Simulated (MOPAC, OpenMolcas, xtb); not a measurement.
A ladder of methods for C2H5Al (SMILES C=[CH][AlH2])

The species is C2H5Al (8 atoms), meant as a singlet with charge 0. SMILES: `C=[CH][AlH2]`. Geometry: relaxed at PBE0-D4/def2-TZVP.

Each level gives the HOMO–LUMO gap (eV). The values are calculated.

```csv
level,kind,program,value (eV),CPU time
PM7,semi-empirical,MOPAC,9.56,under 2 s
GFN2-xTB,semi-empirical,xtb,3.83,under 2 s
HF/def2-SVPD,Hartree–Fock,OpenMolcas,11.71,11 s
SVWN5/def2-SVPD,LDA,OpenMolcas,4.12,32 s
revPBE/def2-SVPD,GGA,OpenMolcas,4.38,44 s
r2SCAN/def2-SVPD,meta-GGA,OpenMolcas,4.84,57 s
BHLYP/def2-SVPD,global hybrid,OpenMolcas,8.24,42 s
B2PLYP/def2-SVPD,double hybrid,OpenMolcas,8.43,30 s
```

The values span 3.83 to 11.71 eV. Orbital gaps aren't excitation energies, and those of double hybrids come from the SCF part alone; they tend to grow with the share of exact exchange. Times are those of the runs behind each value, whatever else they computed, on shared processors of several kinds: orders of magnitude only.
